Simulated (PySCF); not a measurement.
Species: methoxyacetaldehyde, C3H6O2.
Bonds: C1–O2, O2–C3, C3–C4, C4–O5 (double). Hydrogens: H6, H7, H8 on C1; H9, H10 on C3; H11 on C4.

The same species was optimised twice, with GFN2-xTB and with PBE0-D3(BJ)/def2-SVP (PySCF), and the same property calculations (PySCF, gas phase) were run on both structures.

```
     coordinate  GFN2-xTB  PBE0-D3(BJ)/def2-SVP  change
     C4–H11 (Å)     1.108                 1.124  +0.016
      O2–C3 (Å)     1.403                 1.390  -0.013
      C1–H8 (Å)     1.096                 1.108  +0.012
      C1–H7 (Å)     1.088                 1.098  +0.010
      C1–H6 (Å)     1.097                 1.107  +0.010
      C1–O2 (Å)     1.409                 1.399  -0.010
      C3–H9 (Å)     1.097                 1.105  +0.008
     C3–H10 (Å)     1.100                 1.109  +0.009
      C3–C4 (Å)     1.511                 1.516  +0.005
      C4=O5 (Å)     1.197                 1.200  +0.003
  O2–C3–H10 (°)     111.7                 113.4    +1.7
   O2–C1–H7 (°)     106.3                 107.8    +1.5
   O2–C3–H9 (°)     106.2                 107.6    +1.4
   H7–C1–H8 (°)     109.5                 108.3    -1.2
  H9–C3–H10 (°)     108.1                 107.0    -1.1
  C4–C3–H10 (°)     110.0                 109.0    -1.0
   H6–C1–H8 (°)     108.7                 107.8    -0.9
   H6–C1–H7 (°)     109.5                 108.7    -0.8
C1–O2–C3–C4 (°)       -75                   -76      -1
O2–C3–C4–O5 (°)       163                   162      -1
```

Rotational constants: A = 14408, B = 2809, C = 2577 MHz (GFN2-xTB) against A = 14312, B = 2833, C = 2604 MHz (PBE0-D3(BJ)/def2-SVP). Point groups within 0.08 Å: C1 and C1.

On the GFN2-xTB structure: lowest singlet, TDDFT (eV) 4.10 [PBE0/def2-SVPD]; lowest triplet, Tamm–Dancoff (eV) 3.48 [PBE0/def2-SVPD]; isotropic polarisability (au) 45.5 [PBE0/def2-SVPD]; HOMO (eV) -7.45 [PBE0/def2-SVPD]; LUMO (eV) -1.15 [PBE0/def2-SVPD]; dipole (D) 2.13 [PBE0/def2-SVPD]; HOMO (eV) -7.31 [PBE0/pcSseg-1]; LUMO (eV) -0.95 [PBE0/pcSseg-1]; dipole (D) 2.07 [PBE0/pcSseg-1]; GIAO shielding of C1 (ppm) 125.3 [PBE0/pcSseg-1]; GIAO shielding of O2 (ppm) 322.9 [PBE0/pcSseg-1]; GIAO shielding of C3 (ppm) 105.3 [PBE0/pcSseg-1]; GIAO shielding of C4 (ppm) -27.7 [PBE0/pcSseg-1]; GIAO shielding of O5 (ppm) -386.7 [PBE0/pcSseg-1].

**Question.** What do these properties become on the PBE0-D3(BJ)/def2-SVP structure?

**Answer.** 
```csv
property,level,on GFN2-xTB,on PBE0-D3(BJ)/def2-SVP,change
"lowest singlet, TDDFT (eV)",PBE0/def2-SVPD,4.10,4.08,-0.02
"lowest triplet, Tamm–Dancoff (eV)",PBE0/def2-SVPD,3.48,3.47,-0.01
isotropic polarisability (au),PBE0/def2-SVPD,45.5,45.9,+0.4
HOMO (eV),PBE0/def2-SVPD,-7.45,-7.43,+0.02
LUMO (eV),PBE0/def2-SVPD,-1.15,-1.15,0.00
dipole (D),PBE0/def2-SVPD,2.13,2.13,0.00
"energy, GFN2-xTB geometry as zero (kcal/mol)",PBE0/def2-SVPD,0.0,-0.3,-0.3
HOMO (eV),PBE0/pcSseg-1,-7.31,-7.30,+0.01
LUMO (eV),PBE0/pcSseg-1,-0.95,-0.95,0.00
dipole (D),PBE0/pcSseg-1,2.07,2.07,0.00
"energy, GFN2-xTB geometry as zero (kcal/mol)",PBE0/pcSseg-1,0.0,-0.1,-0.1
GIAO shielding of C1 (ppm),PBE0/pcSseg-1,125.3,124.8,-0.5
GIAO shielding of O2 (ppm),PBE0/pcSseg-1,322.9,326.4,+3.5
GIAO shielding of C3 (ppm),PBE0/pcSseg-1,105.3,104.8,-0.5
GIAO shielding of C4 (ppm),PBE0/pcSseg-1,-27.7,-29.1,-1.4
GIAO shielding of O5 (ppm),PBE0/pcSseg-1,-386.7,-389.8,-3.1
```

The heavy atoms differ by 0.013 Å rms after alignment. Among all bonds C4–H11 changes most (+0.016 Å). Changes are differences of the printed values. Neither structure is proved a minimum here.

Shape of the structure used: `[CH3:1][O:2][CH2:3][CH:4]=[O:5]`: C1–O2–C3–C4 -76°, O2–C3–C4–O5 162°.
